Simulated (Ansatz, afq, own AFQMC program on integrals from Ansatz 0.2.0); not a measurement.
HBrO, triplet: AFQMC among the cluster methods

```xyz
3

Br    0.0000    0.0000   -1.6727
H     0.0000    0.0000    0.2423
O     0.0000    0.0000    1.4303
```

Connectivity, by distances: Br ··· OH.

Basis cc-pVTZ. Only valence electrons are correlated. Integrals, coupled cluster, full CI and functionals: Ansatz 0.2.0; the random walks run on the same integrals in our own AFQMC program. The CISD trial takes its coefficients from CCSD amplitudes. Released means that phaseless walkers are propagated on without the constraint, phases kept. ± is one standard error of the sampling. No spin–orbit coupling.

Determinant: UHF, the one that the program's search chose, which needn't be the lowest solution. The geometry is a point of a scan.

No full CI on the walks' own integrals is used here; CCSDT(Q) serves as the reference and is uncertain by about the last step of the cluster series.

Cautions: no relativity below Rb; no spin-orbit coupling; inner d shell frozen; lower spins were not checked; unrestricted determinant slightly spin contaminated (⟨S²⟩ 2.09 against 2.00).

- T1 diagnostic: 0.0196
- weight of the determinant in the CISD state: 0.870
- ⟨S²⟩ of the determinant: 2.091
- size of the correlated space: 14 electrons in 72 orbitals

Reference: CCSDT(Q), correlation energy -10.696 eV. The released energy is read at 1.62 1/Eh, later times being too noisy (meV from the phaseless value at times in 1/Eh: -14 ± 4 at 0.24, -29 ± 5 at 0.51, -30 ± 6 at 0.99, -18 ± 8 at 1.62, -23 ± 16 at 2.40).

```json
{"level": "HF", "E − E(reference) (kJ/mol)": "1032.0", "share of correlation (%)": "0.00"}
{"level": "MP2", "E − E(reference) (kJ/mol)": "134.9", "share of correlation (%)": "86.93"}
{"level": "CCSD", "E − E(reference) (kJ/mol)": "36.4", "share of correlation (%)": "96.47"}
{"level": "CCSD(T)", "E − E(reference) (kJ/mol)": "4.5", "share of correlation (%)": "99.56"}
{"level": "CCSDT", "E − E(reference) (kJ/mol)": "1.5", "share of correlation (%)": "99.86"}
{"level": "ph-AFQMC/CISD", "E − E(reference) (kJ/mol)": "3.6 ± 0.5", "share of correlation (%)": "99.65"}
{"level": "released AFQMC", "E − E(reference) (kJ/mol)": "1.8 ± 0.8", "share of correlation (%)": "99.82"}
```

A walk keeps the symmetry of its determinant, which the program's search chose and which needn't be the lowest solution, so a lower state of the same spin and another symmetry isn't excluded. Released energies are given only where the last usable release times agree within the noise; a slower fall can still hide under it.
